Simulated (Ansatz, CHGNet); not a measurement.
For bcc W, the machine-learned potential CHGNet-r²SCAN (trained on r²SCAN data) gives:

| Item | Result |
|---|---|
| lattice parameter a | 3.171 Å |
| elastic constant C11 | 297 GPa |
| elastic constant C44 | 33.3 GPa |
| polycrystal shear modulus | 27.1 GPa |

### Question
What does r²SCAN in Ansatz (PAW) give for the same quantities?

### Answer

- lattice constant a: 3.169 Å (hardly moves)
- elastic constant C11: 552 GPa (grows by 86 %)
- elastic constant C44: 147 GPa (goes up by 340 %)
- Voigt–Reuss–Hill shear modulus: 158 GPa (increases by 480 %)

For comparison: lattice constant a 3.16 Å (measured, static lattice: zero-point anharmonic expansion removed; as tabulated in Mejia-Rodriguez and Trickey (2018), arXiv:1807.09216); elastic constant C11 533 GPa (measured, 0 K, extrapolated to 0 K; zero-point effects included; as tabulated in Wang et al. (2022), arXiv:2209.12322); elastic constant C44 163 GPa (measured, 0 K, extrapolated to 0 K; zero-point effects included; as tabulated in Wang et al. (2022), arXiv:2209.12322).

Changes are worked out from the printed values.

Unless a cell is named, each level is at its own relaxed cell (CHGNet-r²SCAN 15.94, r²SCAN 15.91 Å³/atom).

Levels without +SOC leave out spin–orbit coupling, which shifts energies and cells of such heavy elements.

Caveats: shear constants of such metals converge slowly with the k mesh (r²SCAN). Ansatz's density-functional and Hartree–Fock values are scalar-relativistic unless marked +SOC, with PAW data made under PBE.

Ansatz is an electronic-structure program.
